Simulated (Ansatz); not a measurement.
# CH3 radical: single points off equilibrium

The task here is to estimate one member of a computed series from the others.

Computed with Ansatz 0.2.0, Gaussian basis. Level: single points in def2-TZVPP.

Correlated methods freeze the cores. Orbitals are unrestricted.

### Starting geometry

SMILES `[CH3]`, 4 atoms, charge 0, spin multiplicity 2.

Atoms are counted from 1 here; the program's logs count them from 0.

Bond lengths: C1–H2 1.069 Å, C1–H3 1.080 Å, C1–H4 1.010 Å. Angles: H2–C1–H3 112.9°, H2–C1–H4 124.0°, H3–C1–H4 121.2°.

Coordinates:

```xyz
4

C     0.0477    0.0006    0.0098
H     0.0362    0.8709    0.6309
H    -0.8939   -0.1703   -0.4917
H     0.7498   -0.7236    0.0657
```

The first run:

Contents of run/in.yaml:

```yaml
crystal:
  periodic: [false, false, false]
  atoms:
    - {symbol: C, position_ang: [0.047700, 0.000600, 0.009800]}
    - {symbol: H, position_ang: [0.036200, 0.870900, 0.630900]}
    - {symbol: H, position_ang: [-0.893900, -0.170300, -0.491700]}
    - {symbol: H, position_ang: [0.749800, -0.723600, 0.065700]}
basis:
  gaussian: {orbitals: def2-TZVPP}
magnetization: {spin_polarized: true, initial_magnetization: 1}
correlation: {method: ccsd_t}
scf: {omitted_lower_state_checks: [cluster_reference]}
output: {forces: true}
```

Launch:

```sh
$ ansatz run in.yaml --threads 4 --pin off --events-out ev --progress --plain --max-ram 5222MiB
```

Among the steps run: CCSD(T)/def2-TZVPP; PBE0-D4/def2-TZVPP; wB97M-V/def2-TZVPP; r2SCAN-D4/def2-TZVPP; PBE-D4/def2-TZVPP; r2SCANh-D4/def2-TZVPP; LC-wPBE/def2-TZVPP.

One table of the session follows, with a row left open; its other results are not shown here.

| method | RMS force component (eV/Å) | angle to CCSD(T) forces (°) |
| --- | --- | --- |
| CCSD(T) | 1.315 | reference |
| PBE0-D4 | 1.321 | 0.8 |
| wB97M-V | 1.291 | 1.5 |
| r2SCAN-D4 | 1.306 | 0.7 |
| PBE-D4 | ? | ? |
| r2SCANh-D4 | 1.299 | 1.3 |
| LC-wPBE | 1.333 | 0.6 |

Q: Estimate the row for PBE-D4 from the others.

**Answer.** RMS force component (eV/Å): 1.357; angle to CCSD(T) forces (°): 5.5. In the column «RMS force component (eV/Å)» it is the highest.
